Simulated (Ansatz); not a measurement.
InSe (R3m, No. 160): band gap by level of theory

No measured value is used here.

Unless a cell is named, each level is at its own relaxed cell (LDA 27.79, PBEsol 29.33, r²SCAN 30.77 Å³/atom).

Problem. Put these levels in order of the band gap that they give for InSe (R3m, No. 160), smallest first: LDA (Ansatz, a quantum-chemistry and plane-wave program), PBEsol (Ansatz), r²SCAN (Ansatz).

Solution. LDA (0.20 eV), PBEsol (0.37 eV), r²SCAN (0.93 eV)

Computed values are for a static lattice. Spin–orbit coupling is included only where a level's name says +SOC; with heavier elements it mostly lowers gaps and can invert bands.  r²SCAN: for a layered or molecular solid the relaxed cell lies over 5 % above the published volume, where the minimum can be shallow. r²SCAN, PBEsol: the cell comes from a level without a dispersion term, which matters for the spacing of layers, chains or molecules. LDA: LDA has no dispersion term either, though it tends to give short spacings of layers, chains or molecules. Each level is taken at its own relaxed cell. Cutoffs differ between the levels. Ansatz's density-functional and Hartree–Fock values are scalar-relativistic unless marked +SOC, with PAW data made under PBE.
